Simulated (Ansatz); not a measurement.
How far each method lies from RCCSDTQ for Ge–PH$_{2}$, quartet

Geometry: that of the Ge–PH2, doublet, kept fixed. The doublet lies 2.6 eV lower here.

```xyz
4

Ge    0.0000    0.0000    0.7020
P     0.0000    0.0000   -1.4925
H     0.0000    1.1073   -2.3623
H     0.0000   -1.1073   -2.3623
```

Basis cc-pVDZ; Ansatz 0.2.0. Correlated methods freeze the noble-gas cores and the filled d shells of p-block atoms, which leaves 11 electrons in 36 orbitals. R marks a restricted (for open shells ROHF) determinant. Active spaces: valence = (11e, 10o) chosen from the atoms' valence shells. No spin–orbit coupling is included, and no scalar relativity.

Full CI isn't at hand for all of this; RCCSDTQ serves as the reference, and is uncertain by about the last step of the cluster series.

```
UHF ⟨S²⟩                          : 3.799
T1 diagnostic (RCCSD)             : 0.0198
largest doubles amplitude (RCCSD) : 0.039
```

**Question.** From what is known of these methods and the diagnostics, rank them by the size of their error in total energy against RCCSDTQ in cc-pVDZ, smallest first (an estimate: the text doesn't fix the numbers).
A. RCCSDT
B. RCCSD(T)
C. RHF
D. RCCSD
E. NEVPT2 (valence space)

**Answer.** A (0.23 kcal/mol), B (0.95 kcal/mol), D (4.56 kcal/mol), E (25.19 kcal/mol), C (133.50 kcal/mol).

All errors are against RCCSDTQ in cc-pVDZ. Within each family the higher level lies nearer, as is usual though not guaranteed.

Natural occupations of CASSCF (valence space) about the gap: 1.991 1.980 1.974 1.963 1.004 1.000 0.997 0.044 0.025 0.023; effectively unpaired electrons, Σ n²(2−n)², 3.02.
